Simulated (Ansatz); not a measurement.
Results of r²SCAN+rVV10 in Ansatz (plane waves, PAW) for rutile MgF₂.

Total energies, extrapolated to zero smearing (they compare only within this program, potentials and cutoff; free atoms with spin allowed, lowest state found):

```json
[
 {"system": "rutile MgF₂, relaxed", "energy (eV/atom)": "-1183.5094"},
 {"system": "free Mg atom", "energy (eV/atom)": "-1924.1666"},
 {"system": "free F atom", "energy (eV/atom)": "-805.5774"}
]
```

Work out the cohesive energy per atom.

E_coh = [1 × (-1924.1666) + 2 × (-805.5774)]/3 − (-1183.5094) = 5.07 eV/atom. The reference value is 4.96 ± 0.03 eV/atom (worked out here from tabulated enthalpies at 298 K, copied from a table, unchecked, brought to a static lattice with a Debye model, atoms in their spin–orbit ground levels; inputs from the CRC Handbook), a difference of +0.11 eV/atom.

The PAW data were made under PBE.

Ansatz is a first-principles code.
